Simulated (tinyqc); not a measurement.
Worked calculation: CCSD on RHF in the sto-3g basis, frozen core, for H2O, spin multiplicity 1. One step of it, computed by the program tinyqc.

Problem. Iteration 8 (converged): orbitals. Diagonalise F' = X^T F X, C = X C', fill 5 alpha and 5 beta electrons from the bottom; D = 2 C_occ C_occ^T. Each column has its largest component positive (the first on a tie).

converged F (hartree), order 1O 1s, 1O 2s, 1O 2px, 1O 2py, 1O 2pz, 2H 1s, 3H 1s:
```
[[-20.231958, -5.161316, 0.000000, 0.000000, -0.027300, -1.022352, -1.022352],
 [-5.161316, -2.420655, 0.000000, 0.000000, -0.093566, -0.912418, -0.912418],
 [0.000000, 0.000000, -0.382685, 0.000000, 0.000000, 0.000000, 0.000000],
 [0.000000, 0.000000, 0.000000, -0.277095, 0.000000, -0.391293, 0.391293],
 [-0.027300, -0.093566, 0.000000, 0.000000, -0.307923, -0.324498, -0.324498],
 [-1.022352, -0.912418, 0.000000, -0.391293, -0.324498, -0.491431, -0.295546],
 [-1.022352, -0.912418, 0.000000, 0.391293, -0.324498, -0.295546, -0.491431]]
```

X, order 1O 1s, 1O 2s, 1O 2px, 1O 2py, 1O 2pz, 2H 1s, 3H 1s:
```
[[1.023959, -0.140333, 0.000000, 0.000000, -0.008329, 0.020871, 0.020871],
 [-0.140333, 1.202005, 0.000000, 0.000000, 0.085370, -0.261175, -0.261175],
 [0.000000, 0.000000, 1.000000, 0.000000, 0.000000, 0.000000, 0.000000],
 [0.000000, 0.000000, 0.000000, 1.100416, 0.000000, -0.210574, 0.210574],
 [-0.008329, 0.085370, 0.000000, 0.000000, 1.040472, -0.124253, -0.124253],
 [0.020871, -0.261175, 0.000000, -0.210574, -0.124253, 1.167250, -0.068259],
 [0.020871, -0.261175, 0.000000, 0.210574, -0.124253, -0.068259, 1.167250]]
```

Give: F' = X^T F X; orbital energies; coefficients C; D after iteration 8.

Solution.

F' = X^T F X (hartree):
```
[[-19.8543, -2.6926, 0.0000, 0.0000, -0.0536, -0.1384, -0.1384],
 [-2.6926, -1.2579, 0.0000, 0.0000, 0.1057, -0.4672, -0.4672],
 [0.0000, 0.0000, -0.3827, 0.0000, 0.0000, 0.0000, 0.0000],
 [0.0000, 0.0000, 0.0000, 0.0098, 0.0000, -0.4515, 0.4515],
 [-0.0536, 0.1057, 0.0000, 0.0000, -0.1832, -0.3011, -0.3011],
 [-0.1384, -0.4672, 0.0000, -0.4515, -0.3011, 0.0037, -0.0799],
 [-0.1384, -0.4672, 0.0000, 0.4515, -0.3011, -0.0799, 0.0037]]
```

orbital energies (hartree): [-20.2406, -1.2305, -0.5929, -0.4295, -0.3827, 0.5288, 0.6863]

coefficients C, order 1O 1s, 1O 2s, 1O 2px, 1O 2py, 1O 2pz, 2H 1s, 3H 1s:
```
[[0.9943, -0.2359, 0.0000, 0.0957, 0.0000, -0.1256, 0.0000],
 [0.0254, 0.8586, 0.0000, -0.4960, 0.0000, 0.7902, 0.0000],
 [0.0000, 0.0000, 0.0000, 0.0000, 1.0000, 0.0000, 0.0000],
 [0.0000, 0.0000, 0.5959, 0.0000, 0.0000, 0.0000, 0.9719],
 [0.0036, 0.1024, 0.0000, 0.7825, 0.0000, 0.7057, 0.0000],
 [-0.0053, 0.1543, 0.4465, 0.2961, 0.0000, -0.7592, -0.7799],
 [-0.0053, 0.1543, -0.4465, 0.2961, 0.0000, -0.7592, 0.7799]]
```

D after iteration 8, order 1O 1s, 1O 2s, 1O 2px, 1O 2py, 1O 2pz, 2H 1s, 3H 1s:
```
[[2.1067, -0.4495, 0.0000, 0.0000, 0.1085, -0.0267, -0.0267],
 [-0.4495, 1.9677, 0.0000, 0.0000, -0.6003, -0.0291, -0.0291],
 [0.0000, 0.0000, 2.0000, 0.0000, 0.0000, 0.0000, 0.0000],
 [0.0000, 0.0000, 0.0000, 0.7101, 0.0000, 0.5321, -0.5321],
 [0.1085, -0.6003, 0.0000, 0.0000, 1.2456, 0.4950, 0.4950],
 [-0.0267, -0.0291, 0.0000, 0.5321, 0.4950, 0.6218, -0.1757],
 [-0.0267, -0.0291, 0.0000, -0.5321, 0.4950, -0.1757, 0.6218]]
```
